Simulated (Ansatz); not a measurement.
Input file:

```yaml
crystal:
  periodic: [false, false, false]
  atoms:
    - {symbol: Ge, position_ang: [0.000000, 0.000000, 0.000000]}
    - {symbol: B, position_ang: [0.000000, 0.000000, 1.610000]}
basis:
  gaussian: {orbitals: cc-pVDZ}
magnetization: {spin_polarized: false, initial_magnetization: 3}
correlation: {method: fci, electrons: outside_noble_gas}
```

```sh
$ ansatz run in.yaml --threads 1 --pin off --events-out ev --progress --plain --max-ram 2393MiB
```

Output:

```
771 factors; integrals over basis functions are off by at most 1.6e-7 eV
mean field evaluation 1: about -57137.9379 eV, gradient 7.0e0 eV
mean field evaluation 2: about -57138.0326 eV, gradient 7.2e0 eV
mean field evaluation 4: about -57138.9014 eV, gradient 2.2e0 eV
mean field evaluation 8: about -57139.1216 eV, gradient 7.6e-1 eV
mean field evaluation 16: about -57139.1344 eV, gradient 5.2e-6 eV
mean field evaluation 32: about -57137.3781 eV, gradient 1.4e-5 eV
mean field evaluation 64: about -57137.3781 eV, gradient 3.8e-4 eV
mean field -57139.13435860 eV, -2099.8244573823 hartree, gradient 5.2e-6 eV, S^2 3.750000; 5 other end points of the search recorded, 0 dependent functions left out
mean field evaluation 96: about -57139.1720 eV, gradient 1.1e-1 eV
determinant -57139.13435860 eV, -2099.8244573823 hartree, with singles and doubles -57142.47021619 eV, -2099.9470478876 hartree
determinant -57137.37805999 eV, -2099.7599145989 hartree, with singles and doubles -57140.87358375 eV, -2099.8883727278 hartree
15 core orbitals not correlated: weight in the atoms' cores, before any rotation towards them, 0.998 or more for the frozen orbitals, at most 0.001 for the correlated occupied ones
reference -57139.13435860 eV, -2099.8244573823 hartree; 5, 2 occupied and 21, 24 virtual orbitals, 771 factors
state -57142.64897449 eV, -2099.9536171340 hartree
Total energy: -57142.64897449 eV, -2099.9536171340 hartree
```

Ran on 1 thread of Arm Neoverse N1, shared host: 4.6 min wall, 0.76 GiB peak host memory.
